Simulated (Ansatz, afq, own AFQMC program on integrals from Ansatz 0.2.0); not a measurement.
# CHSi (quartet): AFQMC on the coupled-cluster ladder at distance Si1–C2 = 1.669 Å, cc-pVDZ

Aim: compute CHSi (quartet) with auxiliary-field quantum Monte Carlo on the same integrals as coupled cluster, and set the energies side by side.

Program: Ansatz 0.2.0, Gaussian basis, and an in-house AFQMC program (afq) on its integrals; all values are calculated. Level of theory: cc-pVDZ, frozen cores. These are calculated values, not measurements.

To be run: PBE (unrestricted); r2SCAN (unrestricted); PBE0 (unrestricted); B3LYP (unrestricted); wB97M-V (unrestricted); B2PLYP (unrestricted); CCSD(T) on UHF; CCSDT(Q) on UHF; Phaseless AFQMC, CISD trial on UHF; Free-projection AFQMC, CISD trial on UHF.

4 further runs of the same task are left out: 4 that didn't finish.

## 1. What is computed

The geometry derives from a PBE0/def2-TZVP stationary point (not a proven minimum). One bond is set to the value named and the two fragments are kept rigid.

3 atoms, charge 0, spin multiplicity 4.

Atoms are counted from 1 here; the program's logs count them from 0.

Bond lengths: Si1–C2 1.669 Å, Si1–H3 1.533 Å. Angles: C2–Si1–H3 97.9°.

## 2. PBE (unrestricted)

in.yaml reads:

```yaml
crystal:
  periodic: [false, false, false]
  atoms:
    - {symbol: Si, position_ang: [0.000000, -0.078903, 0.477480]}
    - {symbol: C, position_ang: [0.000000, 0.065739, -1.185240]}
    - {symbol: H, position_ang: [0.000000, 1.415225, 0.818784]}
basis:
  gaussian: {orbitals: cc-pVDZ}
magnetization: {spin_polarized: true, initial_magnetization: 3}
hamiltonian: {xc: {name: PBE}}
output: {orbitals: {seedname: orbitals}}
```

On the command line:

```bash
> ansatz run in.yaml --threads 1 --pin off --events-out ev --progress --plain --max-ram 1382MiB
```

What it wrote:

```text
Functional definition: PBE
  name "PBE"
  cite "Perdew, Burke & Ernzerhof, Phys. Rev. Lett. 77, 3865 (1996) doi:10.1103/PhysRevLett.77.3865"
  parent pbe
  parameter kappa = 0.804
  parameter beta = 0.06672455060314922
  exchange = pbe_x(kappa = kappa, mu = beta*pi^2/3)
  correlation = pbe_c(beta = beta)
361 factors; integrals over basis functions are off by at most 1.1e-3 eV
mean field evaluation 1: about -8913.3127 eV, gradient 2.5e1 eV
mean field evaluation 2: about -8885.3538 eV, gradient 5.7e1 eV
mean field evaluation 4: about -8917.6212 eV, gradient 5.4e0 eV
mean field evaluation 8: about -8917.8694 eV, gradient 1.6e-1 eV
mean field evaluation 16: about -8917.8696 eV, gradient 7.7e-5 eV
mean field evaluation 32: about -8916.0671 eV, gradient 1.5e-2 eV
mean field -8917.86961497 eV, -327.7256636011 hartree, gradient 2.3e-5 eV, S^2 3.755116; 7 other end points of the search recorded, 0 dependent functions left out
reference -8917.86964031 eV, -327.7256645323 hartree; 12, 9 occupied and 25, 28 virtual orbitals, 361 factors
Total energy: -8917.86964031 eV, -327.7256645323 hartree
```

Run time: 1 s. Hardware: 1 thread of Intel Xeon 6975P-C (Granite Rapids), shared host.

From the report: ⟨S²⟩ of the determinant 3.755 (pure quartet: 3.75).

## 3. r2SCAN (unrestricted)

Changes to in.yaml since step 2:

```diff
@@ -9,3 +9,2 @@
 magnetization: {spin_polarized: true, initial_magnetization: 3}
-hamiltonian: {xc: {name: PBE}}
-output: {orbitals: {seedname: orbitals}}
+hamiltonian: {xc: {name: r2SCAN}}
```

Same command.

What it wrote (excerpt; [...] marks lines left out):

```text
Functional definition: r2SCAN
  name "r2SCAN"
  cite "Furness, Kaplan, Ning, Perdew & Sun, J. Phys. Chem. Lett. 11, 8208 (2020) doi:10.1021/acs.jpclett.0c02405"
  cite "Furness, Kaplan, Ning, Perdew & Sun, J. Phys. Chem. Lett. 11, 9248 (2020) doi:10.1021/acs.jpclett.0c03077"
  parent r2scan
[...]
361 factors; integrals over basis functions are off by at most 1.1e-3 eV
[...]
mean field -8922.09693332 eV, -327.8810146852 hartree, gradient 2.4e-6 eV, S^2 3.763239; 4 other end points of the search recorded, 0 dependent functions left out
reference -8922.09694133 eV, -327.8810149792 hartree; 12, 9 occupied and 25, 28 virtual orbitals, 361 factors
Total energy: -8922.09694133 eV, -327.8810149792 hartree
```

Wall time 1.9 s (1 thread of Intel Xeon 6975P-C (Granite Rapids), shared host).

From the report: ⟨S²⟩ of the determinant 3.763 (pure quartet: 3.75).

## 4. PBE0 (unrestricted)

Changes to in.yaml since step 3:

```diff
@@ -9,2 +9,3 @@
 magnetization: {spin_polarized: true, initial_magnetization: 3}
-hamiltonian: {xc: {name: r2SCAN}}
+hamiltonian: {xc: {name: PBE0}}
+output: {orbitals: {seedname: orbitals}}
```

Same command.

What it wrote:

```text
Functional definition: PBE0
  name "PBE0"
  cite "Adamo & Barone, J. Chem. Phys. 110, 6158 (1999) doi:10.1063/1.478522"
  cite "Perdew, Burke & Ernzerhof, Phys. Rev. Lett. 77, 3865 (1996) doi:10.1103/PhysRevLett.77.3865"
  parent pbe
  parameter a = 0.25
  parameter kappa = 0.804
  parameter beta = 0.06672455060314922
  exchange = (1 - a)*pbe_x(kappa = kappa, mu = beta*pi^2/3) + a*exact_x
  correlation = pbe_c(beta = beta)
361 factors; integrals over basis functions are off by at most 1.1e-3 eV
mean field evaluation 1: about -8916.1897 eV, gradient 1.8e1 eV
mean field evaluation 2: about -8910.6943 eV, gradient 3.2e1 eV
mean field evaluation 4: about -8918.6286 eV, gradient 1.5e0 eV
mean field evaluation 8: about -8918.7229 eV, gradient 2.7e-1 eV
mean field evaluation 16: about -8918.7264 eV, gradient 4.6e-4 eV
mean field -8918.72639366 eV, -327.7571496370 hartree, gradient 1.4e-5 eV, S^2 3.760105; 1 other end points of the search recorded, 0 dependent functions left out
reference -8918.72641262 eV, -327.7571503340 hartree; 12, 9 occupied and 25, 28 virtual orbitals, 361 factors
Total energy: -8918.72641262 eV, -327.7571503340 hartree
```

Wall time 0.75 s (1 thread of Intel Xeon 6975P-C (Granite Rapids), shared host).

From the report: ⟨S²⟩ of the determinant 3.760 (pure quartet: 3.75).

## 5. B3LYP (unrestricted)

Changes to in.yaml since step 4:

```diff
@@ -9,3 +9,2 @@
 magnetization: {spin_polarized: true, initial_magnetization: 3}
-hamiltonian: {xc: {name: PBE0}}
-output: {orbitals: {seedname: orbitals}}
+hamiltonian: {xc: {name: B3LYP}}
```

Launched as before.

What it wrote (excerpt; [...] marks lines left out):

```text
Functional definition: B3LYP
  name "B3LYP"
  cite "Stephens, Devlin, Chabalowski & Frisch, J. Phys. Chem. 98, 11623 (1994) doi:10.1021/j100096a001"
  cite "Becke, Phys. Rev. A 38, 3098 (1988) doi:10.1103/PhysRevA.38.3098"
  cite "Lee, Yang & Parr, Phys. Rev. B 37, 785 (1988) doi:10.1103/PhysRevB.37.785"
  cite "Vosko, Wilk & Nusair, Can. J. Phys. 58, 1200 (1980) doi:10.1139/p80-159"
[...]
361 factors; integrals over basis functions are off by at most 1.1e-3 eV
[...]
mean field -8923.93084310 eV, -327.9484096265 hartree, gradient 1.8e-5 eV, S^2 3.758580; 1 other end points of the search recorded, 0 dependent functions left out
reference -8923.93101790 eV, -327.9484160503 hartree; 12, 9 occupied and 25, 28 virtual orbitals, 361 factors
Total energy: -8923.93101790 eV, -327.9484160503 hartree
```

It took 0.6 s on 1 thread of Intel Xeon 6975P-C (Granite Rapids), shared host.

From the report: ⟨S²⟩ of the determinant 3.759 (pure quartet: 3.75).

## 6. wB97M-V (unrestricted)

Changes to in.yaml since step 5:

```diff
@@ -9,2 +9,3 @@
 magnetization: {spin_polarized: true, initial_magnetization: 3}
-hamiltonian: {xc: {name: B3LYP}}
+hamiltonian: {xc: {name: wB97M-V}}
+output: {orbitals: {seedname: orbitals}}
```

The command is unchanged.

What it wrote (excerpt; [...] marks lines left out):

```text
Functional definition: wB97M-V
  name "wB97M-V"
  cite "Mardirossian & Head-Gordon, J. Chem. Phys. 144, 214110 (2016) doi:10.1063/1.4952647"
  cite "Becke, J. Chem. Phys. 107, 8554 (1997) doi:10.1063/1.475007"
  cite "Vydrov & Van Voorhis, J. Chem. Phys. 133, 244103 (2010) doi:10.1063/1.3521275"
  # Of w^i u^j: cxij and so on, Table III.
[...]
  gx(w, u) = 1 - cx + cx01*u + cx10*w
  gss(w, u) = css00 + css04*u^4 + css10*w + css20*w^2 + css43*w^4*u^3
  gos(w, u) = cos00 + cos10*w + (cos20 + cos21*u)*w^2 + (cos60 + cos61*u)*w^6
[...]
      + integral(e_c_pw_mod_opposite_spin*gos(b97_w_opposite, b97_u_opposite)) + vv10(b, c)
361 factors; integrals over basis functions are off by at most 1.1e-3 eV
122 factors; integrals over basis functions are off by at most 9.6e-6 eV
[...]
mean field -8922.38192867 eV, -327.8914880708 hartree, gradient 4.6e-5 eV, S^2 3.757353; 1 other end points of the search recorded, 0 dependent functions left out
reference -8922.38195688 eV, -327.8914891076 hartree; 12, 9 occupied and 25, 28 virtual orbitals, 361 factors
Total energy: -8922.38195688 eV, -327.8914891076 hartree
```

Run time: 2.4 s. Hardware: 1 thread of Intel Xeon 6975P-C (Granite Rapids), shared host.

From the report: ⟨S²⟩ of the determinant 3.757 (pure quartet: 3.75).

## 7. B2PLYP (unrestricted)

Changes to in.yaml since step 6:

```diff
@@ -9,3 +9,3 @@
 magnetization: {spin_polarized: true, initial_magnetization: 3}
-hamiltonian: {xc: {name: wB97M-V}}
-output: {orbitals: {seedname: orbitals}}
+hamiltonian: {xc: {name: B2PLYP}}
+correlation: {electrons: outside_noble_gas}
```

Same command.

What it wrote (excerpt; [...] marks lines left out):

```text
Functional definition: B2PLYP
  name "B2PLYP"
  cite "Grimme, J. Chem. Phys. 124, 034108 (2006) doi:10.1063/1.2148954"
  cite "Becke, Phys. Rev. A 38, 3098 (1988) doi:10.1103/PhysRevA.38.3098"
  cite "Lee, Yang & Parr, Phys. Rev. B 37, 785 (1988) doi:10.1103/PhysRevB.37.785"
[...]
361 factors; integrals over basis functions are off by at most 1.1e-3 eV
[...]
mean field -8917.39184149 eV, -327.7081057495 hartree, gradient 5.6e-7 eV, S^2 3.766808; 2 other end points of the search recorded, 0 dependent functions left out
6 core orbitals not correlated: weight in the atoms' cores, before any rotation towards them, 1.000 or more for the frozen orbitals, at most 0.000 for the correlated occupied ones
reference -8917.39195268 eV, -327.7081098358 hartree; 6, 3 occupied and 25, 28 virtual orbitals, 361 factors
second order -5.14913231 eV of doubles, -0.00000000 eV of singles
Total energy: -8918.78221841 eV, -327.7592011588 hartree
```

Wall time 0.93 s (1 thread of Intel Xeon 6975P-C (Granite Rapids), shared host).

From the report: ⟨S²⟩ of the determinant 3.767 (pure quartet: 3.75).

## 8. CCSD(T) on UHF

Changes to in.yaml since step 7:

```diff
@@ -9,3 +9,2 @@
 magnetization: {spin_polarized: true, initial_magnetization: 3}
-hamiltonian: {xc: {name: B2PLYP}}
-correlation: {electrons: outside_noble_gas}
+correlation: {method: ccsd_t, electrons: outside_noble_gas, hamiltonian_folder: ham}
```

Same command.

What it wrote (excerpt; [...] marks lines left out):

```text
Functional definition: HF
  name "HF"
  cite "Fock, Z. Phys. 61, 126 (1930) doi:10.1007/BF01340294"
  parent pbe
[...]
361 factors; integrals over basis functions are off by at most 1.1e-3 eV
[...]
mean field -8902.88771704 eV, -327.1750890072 hartree, gradient 2.3e-6 eV, S^2 3.935498; 11 other end points of the search recorded, 0 dependent functions left out
determinant -8902.88771704 eV, -327.1750890072 hartree, with singles and doubles -8907.64401317 eV, -327.3498796660 hartree
determinant -8901.82442527 eV, -327.1360137554 hartree, with singles and doubles -8906.63329498 eV, -327.3127364576 hartree
determinant -8900.84712143 eV, -327.1000985016 hartree, with singles and doubles -8905.54556331 eV, -327.2727630559 hartree
determinant -8900.77318477 eV, -327.0973813797 hartree, with singles and doubles -8905.61360181 eV, -327.2752634250 hartree
[...]
determinant -8900.28697505 eV, -327.0795135019 hartree, with singles and doubles -8905.30880204 eV, -327.2640622399 hartree
determinant -8902.85633434 eV, -327.1739357143 hartree, with singles and doubles -8907.67725808 eV, -327.3511013941 hartree
determinant -8902.88771704 eV, -327.1750890072 hartree, with singles and doubles -8907.67288373 eV, -327.3509406395 hartree
determinant -8902.85633434 eV, -327.1739357143 hartree, with singles and doubles -8907.68265641 eV, -327.3512997790 hartree
6 core orbitals not correlated: weight in the atoms' cores, before any rotation towards them, 1.000 or more for the frozen orbitals, at most 0.000 for the correlated occupied ones
reference -8902.85633434 eV, -327.1739357143 hartree; 6, 3 occupied and 25, 28 virtual orbitals, 361 factors
second order -3.75817061 eV of doubles, -0.00000000 eV of singles
cycle   1  -4.82632423 eV  change   -2.2e-6 eV  update   2.0e-6
perturbative correction -0.16430271 eV, -0.0060380131 hartree
Total energy: -8907.84696128 eV, -327.3573378714 hartree
```

Wall time 1.6 s (1 thread of Intel Xeon 6975P-C (Granite Rapids), shared host).

From the report: ⟨S²⟩ of the determinant 3.774 (pure quartet: 3.75); correlation -4.9906 eV; T1 0.048; largest double amplitude 0.08.

This run also writes the integrals to the folder ham.

## 9. CCSDT(Q) on UHF

Changes to in.yaml since step 8:

```diff
@@ -9,2 +9,2 @@
 magnetization: {spin_polarized: true, initial_magnetization: 3}
-correlation: {method: ccsd_t, electrons: outside_noble_gas, hamiltonian_folder: ham}
+correlation: {method: ccsdt_q, electrons: outside_noble_gas}
```

Same command.

What it wrote (excerpt; [...] marks lines left out):

```text
Functional definition: HF
  name "HF"
  cite "Fock, Z. Phys. 61, 126 (1930) doi:10.1007/BF01340294"
  parent pbe
[...]
701 factors; integrals over basis functions are off by at most 1.7e-7 eV
[...]
mean field -8902.88778196 eV, -327.1750913929 hartree, gradient 2.3e-6 eV, S^2 3.935503; 11 other end points of the search recorded, 0 dependent functions left out
determinant -8902.88778196 eV, -327.1750913929 hartree, with singles and doubles -8907.64408555 eV, -327.3498823260 hartree
determinant -8901.82448853 eV, -327.1360160803 hartree, with singles and doubles -8906.63335773 eV, -327.3127387636 hartree
determinant -8900.84719073 eV, -327.1001010483 hartree, with singles and doubles -8905.54562289 eV, -327.2727652457 hartree
determinant -8900.77325000 eV, -327.0973837767 hartree, with singles and doubles -8905.61366473 eV, -327.2752657370 hartree
[...]
determinant -8902.85639784 eV, -327.1739380477 hartree, with singles and doubles -8907.67733031 eV, -327.3511040483 hartree
determinant -8902.88778196 eV, -327.1750913929 hartree, with singles and doubles -8907.67295646 eV, -327.3509433122 hartree
determinant -8902.85639784 eV, -327.1739380477 hartree, with singles and doubles -8907.68272899 eV, -327.3513024463 hartree
6 core orbitals not correlated: weight in the atoms' cores, before any rotation towards them, 1.000 or more for the frozen orbitals, at most 0.000 for the correlated occupied ones
reference -8902.85639784 eV, -327.1739380477 hartree; 6, 3 occupied and 25, 28 virtual orbitals, 701 factors
second order -3.75819223 eV of doubles, -0.00000000 eV of singles
cycle   1  -4.41292761 eV  change   -6.5e-1 eV  update   8.7e-2
[...]
cycle  24  -5.03920602 eV  change    4.0e-7 eV  update   2.2e-7
perturbative correction -0.01164767 eV, -0.0004280441 hartree
Total energy: -8907.90725153 eV, -327.3595534973 hartree
```

Run time: 7 s. Hardware: 1 thread of Intel Xeon 6975P-C (Granite Rapids), shared host.

From the report: ⟨S²⟩ of the determinant 3.774 (pure quartet: 3.75); correlation -5.0509 eV; T1 0.055; largest double amplitude 0.11.

## 10. Phaseless AFQMC, CISD trial on UHF

It reads the integrals that the CCSD(T) run on this determinant wrote.

On the command line:

```bash
> afq ham --method phaseless --trial cisd --walkers 60 --populations 1 --least-time 40 --time-step 0.005 --steps-per-block 50 --equilibration-blocks 28 --max-blocks 300 --target-error 0.00036 --factor-cut 1e-05 --start spin_pure --seed 3607 --release-times 0.24,0.51,0.99,1.62,2.4 --release-step 0.03 --release-every 4 --taylor-order 6
```

What it wrote:

```text
orbitals 31  electrons 6 3  factors 231 of 361
reference energy -327.17393571 Eh
CCSD correlation -0.17736428 Eh in 15 cycles, weight of the determinant in the CISD state 0.8478
energy of the start -327.350816 Eh
 block  time / (1/Eh)  mean weight  energy / Eh
     1     0.250  0.9980  -327.349080
     2     0.500  1.0000  -327.349759
     3     0.750  1.0013  -327.350738
     4     1.000  1.0002  -327.352368
     5     1.250  1.0013  -327.355220
     6     1.500  0.9988  -327.357685
     7     1.750  0.9982  -327.359217
     8     2.000  1.0011  -327.355413
     9     2.250  0.9988  -327.356642
    10     2.500  0.9988  -327.356804
    17     4.250  1.0005  -327.359376
    25     6.250  0.9993  -327.358386
    33     8.250  0.9984  -327.353920
    41    10.250  0.9984  -327.358021
    49    12.250  1.0011  -327.355532
    57    14.250  1.0010  -327.358722
    65    16.250  1.0005  -327.356611
    73    18.250  1.0002  -327.359855
    81    20.250  1.0002  -327.358584
    89    22.250  1.0023  -327.365151
    97    24.250  1.0015  -327.365101
   105    26.250  1.0003  -327.359078
   113    28.250  0.9982  -327.359120
   121    30.250  0.9987  -327.360127
   129    32.250  1.0017  -327.357288
   137    34.250  0.9995  -327.357166
   145    36.250  0.9996  -327.355448
   153    38.250  1.0020  -327.358008
   161    40.250  0.9995  -327.357473
   169    42.250  1.0024  -327.354632
   177    44.250  0.9953  -327.356792
   185    46.250  0.9975  -327.367338
   193    48.250  1.0021  -327.360973
   201    50.250  1.0010  -327.358962
   209    52.250  0.9987  -327.366349
   217    54.250  1.0001  -327.356129
   225    56.250  1.0002  -327.359928
   233    58.250  0.9989  -327.364501
   241    60.250  1.0004  -327.355855
   249    62.250  0.9980  -327.351879
   257    64.250  0.9994  -327.356499
   265    66.250  0.9993  -327.363515
   273    68.250  1.0008  -327.357459
   281    70.250  1.0002  -327.358505
   289    72.250  1.0000  -327.356450
   297    74.250  1.0002  -327.358270
   305    76.250  0.9995  -327.359218
   313    78.250  1.0000  -327.361713
   321    80.250  1.0007  -327.359993
blocks merged  error / Eh  count
     1  0.000227  300
     2  0.000284  150
     4  0.000357  75
     8  0.000428  37
    16  0.000462  18
    32  0.000416  9
released: time / (1/Eh)  energy / Eh  error  mean overlap
  0.24  -327.359580  0.000426  1.0032
  0.51  -327.359686  0.000409  1.0093
  0.99  -327.359671  0.000373  1.0069
  1.62  -327.359977  0.000516  1.0078
  2.40  -327.359276  0.000749  1.0428
energy -327.359281 +/- 0.000462 Eh
```

Run time: 2.8 min. Hardware: 1 thread of Intel Xeon 6975P-C (Granite Rapids), shared host.

Energy -8907.8998 ± 0.0126 eV. Caveats: constraint bias not in the error.

## 11. Free-projection AFQMC, CISD trial on UHF (settings varied)

It reads the integrals that the CCSD(T) run on this determinant wrote.

On the command line:

```bash
> afq ham --method free --trial cisd --walkers 100 --time-step 0.08 --max-blocks 120 --target-error 0.00072 --factor-cut 1e-06 --seed 4078 --times 0.0,0.48,0.96,2.0,3.04,4.0 --taylor-order 10
```

What it wrote:

```text
orbitals 31  electrons 6 3  factors 264 of 361
reference energy -327.17393571 Eh
CCSD correlation -0.17736432 Eh in 15 cycles, weight of the determinant in the CISD state 0.8478
repeat  energy at the last time / Eh  error
    10  -327.360345  0.001432
    20  -327.360620  0.000871
    30  -327.359922  0.000736
time / (1/Eh)  energy / Eh  error  mean overlap
  0.00  -327.351505  0.000157  1.1820
  0.48  -327.356271  0.000253  1.1820
  0.96  -327.358312  0.000235  1.1785
  2.00  -327.359012  0.000388  1.1810
  3.04  -327.359023  0.000483  1.1759
  4.00  -327.359884  0.000705  1.1476
energy -327.359884 +/- 0.000705 Eh
```

Run time: 48 s. Hardware: 1 thread of Intel Xeon 6975P-C (Granite Rapids), shared host.

Energy -8907.9162 ± 0.0192 eV. Caveats: remainder of the start not in the error.

## 12. All levels side by side

On the UHF determinant, counted from CCSDT(Q) (a yardstick, not exact):

```
                                                    level  energy (eV)  from CCSDT(Q) (kcal/mol)  statistical error (kcal/mol)     time
                                                       HF   -8902.8563                   +116.48                                       
                                                      MP2   -8906.6145                    +29.81                                       
                                                     CCSD   -8907.6827                     +5.18                                       
                                                  CCSD(T)   -8907.8470                     +1.39                                       
                                                 CCSDT(Q)   -8907.9073                      0.00                                       
      Phaseless AFQMC, CISD trial, step 0.005, 60 walkers   -8907.8998                     +0.17                          0.29  2.8 min
Free-projection AFQMC, CISD trial, step 0.08, 100 walkers   -8907.9162                     -0.21                          0.44     48 s
```

The functionals' totals stand on their own zeros and serve differences with other points: PBE -8917.870 eV; r2SCAN -8922.097 eV; PBE0 -8918.726 eV; B3LYP -8923.931 eV; wB97M-V -8922.382 eV; B2PLYP -8918.782 eV.

## 13. Results

```
                                        quantity                  value
                    CCSD(T) on UHF from CCSDT(Q)         +1.39 kcal/mol
Phaseless AFQMC, CISD trial on UHF from CCSDT(Q)  +0.17 ± 0.29 kcal/mol
```

What this shows: On UHF the phaseless walk with the CISD trial lies +0.17 kcal/mol from CCSDT(Q), within three error bars. Error bars are statistical and leave out the constraint, the time step and what remains of the start.
